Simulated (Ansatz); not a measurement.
**SiH2 (singlet): B3LYP, CAM-B3LYP, wB97M-V over a scan of the scale of all distances, cc-pVDZ**

Aim: run SiH2 (singlet) with these functionals over a scan of the scale of all distances, and hold them against the top wave-function level at the same points.

Computed with Ansatz 0.2.0, Gaussian basis. Level: cc-pVDZ, all electrons in the functionals.

To be run: B3LYP, CAM-B3LYP, wB97M-V, at 0.864; 1.000; 1.102; 1.322; 1.472; 1.730; 1.980; 2.399.

16 further runs of the same task are left out: 2 for a mislabelled method, 10 that didn't finish, 4 set aside as unsound or not needed.

### Step 1. What is computed

The geometry derives from a PBE0/def2-TZVP stationary point (not a proven minimum). All distances are scaled together.

3 atoms, charge 0, spin multiplicity 1.

Atoms are counted from 1 here; the program's logs count them from 0.

Bond lengths: Si1–H2 1.526 Å, Si1–H3 1.526 Å. Angles: H2–Si1–H3 91.2°.

No dispersion term is added; wB97M-V holds VV10 nonlocal correlation. B3LYP takes the VWN-RPA correlation.

The geometry shown and the zero of energy belong to the point 1.000. The yardstick, FCI, and other wave-function levels (R restricted, U unrestricted, valence and pair active spaces) come from earlier runs.

### Step 2. B3LYP, 0.864

Input file in.yaml:

```yaml
crystal:
  periodic: [false, false, false]
  atoms:
    - {symbol: Si, position_ang: [0.000000, -0.061756, 0.000000]}
    - {symbol: H, position_ang: [0.000000, 0.860395, -0.941770]}
    - {symbol: H, position_ang: [0.000000, 0.860395, 0.941770]}
basis:
  gaussian: {orbitals: cc-pVDZ}
magnetization: {spin_polarized: true, initial_magnetization: 0}
hamiltonian: {xc: {name: B3LYP}}
```

On the command line:

```console
$ ansatz run in.yaml --threads 1 --pin off --events-out ev --progress --plain --max-ram 2393MiB
```

After this run come: B3LYP, 1.000; B3LYP, 1.102; B3LYP, 1.322; B3LYP, 1.472; B3LYP, 1.730; B3LYP, 1.980; B3LYP, 2.399; CAM-B3LYP, 0.864; CAM-B3LYP, 1.000; CAM-B3LYP, 1.102; CAM-B3LYP, 1.322; CAM-B3LYP, 1.472; CAM-B3LYP, 1.730; CAM-B3LYP, 1.980; CAM-B3LYP, 2.399; wB97M-V, 0.864; wB97M-V, 1.000; wB97M-V, 1.102; wB97M-V, 1.322; wB97M-V, 1.472; wB97M-V, 1.730; wB97M-V, 1.980; wB97M-V, 2.399.

Q: Predict the results of all the runs planned. Wanted: span of the FCI curve; largest miss, B3LYP; largest miss, CAM-B3LYP; largest miss, wB97M-V.

As calculated:

| quantity | value |
| --- | --- |
| span of the FCI curve | 576.4 kJ/mol |
| largest miss, B3LYP | +31.6 kJ/mol (2.399) |
| largest miss, CAM-B3LYP | +48.1 kJ/mol (1.730) |
| largest miss, wB97M-V | +68.0 kJ/mol (1.730) |

What this shows: Of the functionals, B3LYP keep the smallest largest miss at the points compared (at most 31.6 kJ/mol) and wB97M-V strays most (68.0 kJ/mol, at 1.730). B3LYP, CAM-B3LYP, wB97M-V clearly break the spin symmetry at some points (⟨S²⟩ up to 1.91 above the pure value), so energy there is bought with a mixed spin. Functionals and the yardstick converge differently with the basis, so part of each miss in cc-pVDZ is the basis.
